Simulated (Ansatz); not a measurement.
We consider fcc Au, described by r²SCAN (Ansatz, a program for electronic structure, PAW).

A relaxed, unreconstructed slab of the (211) face has 24 atoms, two equal faces of 20.834 Å² each and an energy of -315921.5940 eV. A bulk cell of 6 atoms with the same orientation and in-plane k mesh has -78981.0469 eV. Energies are extrapolated to zero smearing.

Run with plane-wave cutoff 500 eV, 8×18×1 k mesh (along the axes of the cell as run), Fermi–Dirac smearing 0.1 eV, scalar-relativistic PAW data made under PBE.

Worked out: γ = (E_slab − N E_bulk per atom)/2A = [-315921.5940 − 24 × (-78981.0469/6)]/(2 × 20.834) = 0.0622 eV/Å². With 16.022 J/m² per eV/Å² this is 1.00 J/m², or 1.30 eV per surface cell and face.
